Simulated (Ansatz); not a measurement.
The first iterations of a band of AlF2H + H (5 atoms, charge 0, multiplicity 2).

Theory: UKS PBE/def2-SVP in Ansatz.

* movable images: 5
* climbing image: yes
* spring: 5.0 eV/Å²
* optimiser: quadratic models (default)
* start path: through a guess of the saddle point
* force threshold: 0.03 eV/Å
* iteration limit: 60
* end points: relaxed

Initial state:

```xyz
5
Properties=species:S:1:pos:R:3
Al 0.000 0.000 -0.319
H 0.000 0.000 1.255
F 1.428 0.000 -1.184
F -1.428 0.000 -1.184
H 0.000 0.000 4.322
```

Final state:

```xyz
5
Properties=species:S:1:pos:R:3
Al 0.044 -0.587 -0.344
H -0.459 -0.016 2.071
F 1.499 0.252 -0.218
F -1.385 0.252 -0.621
H 0.301 0.099 2.001
```

| iteration | highest image above the first end (eV) | largest band force component (eV/Å) |
| --- | --- | --- |
| 1 | 0.497 | 9.945 |
| 2 | 0.037 | 1.807 |
| 3 | 0.035 | 0.780 |
| 4 | 0.024 | 1.212 |

**Question.** Does the band converge within its limit, and where does its top end?

**Answer.** It converged. It ended after 14 iterations with the highest image 0.029 eV above the first end. A vibrational analysis at the climbing image gives one clearly imaginary mode, 349i cm⁻¹: a first-order saddle point.

Time of the run: 2.1 min on 1 thread of Arm Neoverse V2, on a shared host, peak memory 0.11 GiB.
